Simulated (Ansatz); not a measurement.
A calculation with Ansatz (development build ahead of 0.2.0).

```yaml
crystal:
  periodic: [false, false, false]
  atoms:
    - { symbol: H, position_ang: [0.0, 0.0, -1.088] }
    - { symbol: C, position_ang: [0.0, 0.0, 0.0] }
    - { symbol: F, position_ang: [0.0, 1.11775, 0.67161] }
basis:
  gaussian: { orbitals: cc-pVTZ }
magnetization:
  spin_polarized: true
  initial_magnetization: 2
hamiltonian:
  xc: hf
correlation:
  method: ccsd_t
  frozen_orbitals: { C: 1, F: 1, H: 0 }
```

The input is written out in the form of the current development build from the run's settings.

The run gave:

* Converged: yes
* Reference energy: -137.82127 hartree
* CCSD correlation energy: -0.37314 hartree
* Triples correction: -0.01151 hartree
* Total energy: -138.20592 hartree
* Spin squared of the determinant: 2.010
